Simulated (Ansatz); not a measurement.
```yaml
crystal:
  periodic: [false, false, false]
  atoms:
    - {symbol: Cl, position_ang: [1.674929, 1.973222, -4.704079]}
    - {symbol: C, position_ang: [0.667371, 0.821418, -1.899633]}
    - {symbol: C, position_ang: [1.222837, -1.336399, -0.643734]}
    - {symbol: C, position_ang: [-0.230354, -1.227057, 1.625256]}
    - {symbol: C, position_ang: [-1.529326, 0.971071, 1.545755]}
    - {symbol: O, position_ang: [-0.993338, 2.249342, -0.613218]}
    - {symbol: H, position_ang: [2.496331, -2.798990, -1.260735]}
    - {symbol: H, position_ang: [-0.290777, -2.614353, 3.116167]}
    - {symbol: H, position_ang: [-2.850430, 1.874441, 2.801905]}
basis:
  gaussian: {orbitals: STO-3G}
hamiltonian: {xc: {name: PBEsol}}
accuracy: high
```

```sh
$ ansatz run in.yaml --threads 4 --pin off --events-out ev --progress --plain --max-ram 10444MiB
```

Output, abridged:

```
Functional definition: PBEsol
641 factors; integrals over basis functions are off by at most 3.0e-8 eV
mean field evaluation 1: about -18411.6627 eV, gradient 7.4e1 eV
mean field evaluation 2: about -17368.7632 eV, gradient 1.2e2 eV
mean field evaluation 4: about -18318.9707 eV, gradient 7.6e1 eV
mean field evaluation 8: about -18441.9237 eV, gradient 5.1e1 eV
mean field evaluation 16: about -18449.1757 eV, gradient 1.5e0 eV
mean field evaluation 64: about -18448.9633 eV, gradient 2.1e0 eV
mean field evaluation 96: about -18449.0088 eV, gradient 1.1e0 eV
mean field evaluation 128: about -18448.0274 eV, gradient 5.4e0 eV
mean field evaluation 160: about -18449.0414 eV, gradient 9.2e-4 eV
mean field -18449.04142284 eV, -677.9897670800 hartree, gradient 2.9e-8 eV, S^2 0.000000; 10 other end points of the search recorded, 0 dependent functions left out
reference -18449.04142606 eV, -677.9897671983 hartree; 26, 26 occupied and 11, 11 virtual orbitals, 641 factors
Total energy: -18449.04142606 eV, -677.9897671983 hartree
```

In this input the coordinates are in bohr but typed as ångström. The run converged. The result belongs to that input, not to the molecule as meant.
